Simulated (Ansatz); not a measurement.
**AsH2⁺, triplet in cc-pVDZ: errors against full CI**

Geometry: a point of a bend scan, not a stationary point.

```xyz
3

As    0.0000   -0.0199    0.0000
H     0.0000    0.7392   -1.3069
H     0.0000    0.7392    1.3069
```

Basis cc-pVDZ; Ansatz 0.2.0. Only valence electrons are correlated (noble-gas cores and the filled d shells of p-block atoms frozen), which leaves 6 electrons in 23 orbitals. R marks a restricted (for open shells ROHF) determinant. Active spaces: valence = (6e, 6o) chosen from the atoms' valence shells. No spin–orbit coupling is included, and no scalar relativity.

Full CI is exact within this basis and frozen core; it isn't the basis-set limit.

For open shells CISD is restricted-active-space CI with the open shells as a complete middle space.

The UHF ⟨S²⟩ is 2.006 and the T1 diagnostic (RCCSD) is 0.0177. The largest doubles amplitude (RCCSD) is 0.051.

**Question.** From what is known of these methods and the diagnostics, rank them by the size of their error in total energy against full CI in cc-pVDZ, smallest first (an estimate: the text doesn't fix the numbers).
A. CISD
B. NEVPT2 (valence space)
C. CASSCF (valence space)
D. MRCISD (valence space)
E. RCCSDT(Q)

**Answer.** E (0 meV), D (62 meV), A (123 meV), B (460 meV), C (1751 meV).

All errors are against full CI in cc-pVDZ. Below it: RCCSDT(Q). Within each family the higher level lies nearer, as is usual though not guaranteed.

The full-CI state has the irrep B1 of C2v, in the program's axes.

Natural occupations of full CI about the gap: 1.961 1.942 0.995 0.991 0.035 0.024 0.009 0.008 0.008 0.006; effectively unpaired electrons, Σ n²(2−n)², 2.03.
